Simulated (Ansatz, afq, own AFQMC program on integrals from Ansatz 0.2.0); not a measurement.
**Where AFQMC and coupled cluster stand for BNH⁺, quintet**

```tsv
atom	x (Å)	y (Å)	z (Å)
B	0.0000	-0.1852	0.7730
N	0.0000	0.0874	-0.7050
H	0.0000	0.7718	1.5065
```

Connectivity, by distances: BH–N.

Basis cc-pVDZ. Noble-gas cores (and the filled d shells of Ga–Kr and In–Xe) are frozen. Integrals, coupled cluster, full CI and functionals: Ansatz 0.2.0; the random walks run on the same integrals in our own AFQMC program. ph-AFQMC/CISD is guided by a CISD state made of CCSD amplitudes; releasing the constraint for a short imaginary time cuts its bias at the price of noise, slowly where states lie close. Free AFQMC starts from the CCSD state and is never constrained. Its projection time is finite, and what remains of the start isn't in its error. Uncertainties: one standard error, sampling alone.

Determinant: ROHF, the one that the program's search chose, which needn't be the lowest solution. The geometry is a PBE0/def2-TZVP stationary point of this or a neighbouring charge and spin state.

No full CI on the walks' own integrals is used here; CCSDTQ serves as the reference and is uncertain by about the last step of the cluster series.

Cautions: another spin lies lower (by 3.15 eV); raised T1 diagnostic (T1 0.040, weight of the determinant 0.91, largest double 0.04); the released energies are still falling, so no released level is given (meV from the phaseless value at times in 1/Eh: -3.5 ± 1.7 at 0.24, -6.4 ± 1.4 at 0.51, -9.9 ± 1.2 at 0.99, -11.8 ± 1.9 at 1.62, -14.5 ± 1.4 at 2.40).

The T1 diagnostic is 0.0404 and the weight of the determinant in the CISD state is 0.911. The size of the correlated space is 8 electrons in 31 orbitals.

Reference: CCSDTQ, correlation energy -4.026 eV.

```tsv
level	E − E(reference) (kJ/mol)	share of correlation (%)
HF	388.4	0.00
MP2	92.8	76.10
CCSD	10.9	97.20
CCSD(T)	2.9	99.25
CCSDT	0.3	99.91
CCSDT(Q)	0.1	99.98
ph-AFQMC/HF	-6.3 ± 1.8	101.61
ph-AFQMC/CISD	0.9 ± 0.2	99.78
free AFQMC	0.0 ± 0.3	99.99
```

CCSDT and higher add their correlation energy to the determinant of the CCSD(T) run, since their own runs factorise the integrals more tightly (a shift of under 2 meV). Free projections are given only where their last times agree within the noise and don't stop above the reference; a slow remainder of the start can still hide under it. A walk keeps the symmetry of its determinant, which the program's search chose and which needn't be the lowest solution, so a lower state of the same spin and another symmetry isn't excluded.
